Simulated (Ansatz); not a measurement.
Reaction (SMILES): F[C]=C(F)F → 2 C atom + 3 F atom
B3LYP-D3(BJ)/def2-TZVP geometries, fixed; electronic energies without zero-point terms.
Largest species:
```xyz
5

C      0.0109     0.2166     0.9598
C     -0.0002     0.2322    -0.3516
F      0.0055    -0.7962     1.7820
F      0.0075     1.3433    -1.0632
F     -0.0201    -0.8463    -1.1243
```
Charge 0, spin multiplicity 2.

Basis-set convergence of the atomisation energy at PBE with Ansatz (a first-principles code). Cartesian d functions, on some or all atoms, in 6-31+G*; all else is spherical. The program fits the integrals of some runs and decomposes those of others, by size. Open shells are unrestricted. No added dispersion term, no relativity. Functions are those of the species that has most. Reference: the value in aug-cc-pVQZ, 499.52 kcal/mol, itself unsure by roughly 0.59 kcal/mol (its mean distance from def2-QZVPPD, pcseg-3, def2-QZVPP).

```csv
basis,functions,atomisation energy (kcal/mol)
3-21G,45,490.57
6-31G,45,___
def2-SVP,70,___
6-31+G*,95,489.39
aug-cc-pVDZ,115,490.05
aug-pcseg-1,115,___
"6-311++G(2d,2p)",135,494.41
def2-TZVPP,155,499.38
jun-cc-pV(T+d)Z,195,497.65
aug-cc-pVTZ,230,___
aug-pcseg-2,230,499.74
def2-QZVPP,285,498.83
def2-QZVPPD,324,498.60
```

Task: What belongs in the gaps?

Result: 
- 6-31G, atomisation energy (kcal/mol): 459.63
- def2-SVP, atomisation energy (kcal/mol): 515.42
- aug-pcseg-1, atomisation energy (kcal/mol): 495.45
- aug-cc-pVTZ, atomisation energy (kcal/mol): 498.13
